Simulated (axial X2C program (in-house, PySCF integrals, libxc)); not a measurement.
B₂: properties at the nuclei

Calculated with an in-house all-electron X2C program for linear molecules (integrals from PySCF): two-component X2C with atomic mean-field Coulomb and Gaunt terms, Gaussian nuclei, basis B dyall-v3z with contracted cores.

R = 1.518 Å (near the PBE0 minimum at charge 0 of the determinant lowest at the starting distance; the state shown can have its own minimum elsewhere).

Determinant lowest in the PBE0 search, Ω = 2 (⟨Sz⟩ = 2.00, ⟨Lz⟩ = 0.00 at PBE0), spin on the atoms B 1.00, B 1.00:

```tsv
level	A∥/gI B (MHz)	qzz B (a.u.)
PBE0	134	-0.32
HF	133	-0.36
LDA	130	-0.31
r2SCAN	142	-0.33
TPSSh	135	-0.30
```

Determinant 1.45 eV from it at PBE0 and this distance, Ω = 0 (closed shell), highest spinor 95% B p, 4% B d:

| level | qzz B (a.u.) |
| --- | --- |
| PBE0 | 0.05 |
| HF | 0.10 |
| LDA | 0.01 |
| r2SCAN | 0.03 |
| TPSSh | 0.04 |

A∥ (defined per Ω) follows by multiplying with gI = μI/(I μN); qzz is the electric field gradient, eQq0 = 234.96 MHz × Q/barn × qzz. The operators were transformed with the bare-nucleus X2C matrices; with these basis sets, hyperfine constants and field gradients can be off by tens of per cent, and where levels differ in sign neither size nor sign is settled.

(1) With gI(11B) = 1.7924, Q(11B) = 0.04059 barn (g factors from the IAEA table of nuclear moments by Stone; Q from Pyykkö, Mol. Phys. 2018), turn the PBE0 values of the first state into constants in MHz.

Each state is one determinant with collinear spin, which with several unpaired electrons need not be a pure state. Unrestricted Hartree–Fock can overshoot spin polarisation at the nuclei. This is the top spin component of a Σ state; components of lower Ω are not single determinants and can lie lower. With several open shells hyperfine constants can be off by a factor of several. Open-shell Ω = 0 determinants with evenly filled partner blocks cannot be reached by this program, so the Ω shown need not be the lowest component. The search compared states at one distance, so a state with another bond length can lie lower. Further determinants of the search, some of them spin-mixed, are not shown. PBE0 term energies can be off by some tenths of an eV.

## Answers

(1) A∥(11B) = 134 × 1.7924 = 240 MHz; eQq0(11B) = 234.96 × (0.04059) × (-0.32) = -3.05 MHz.
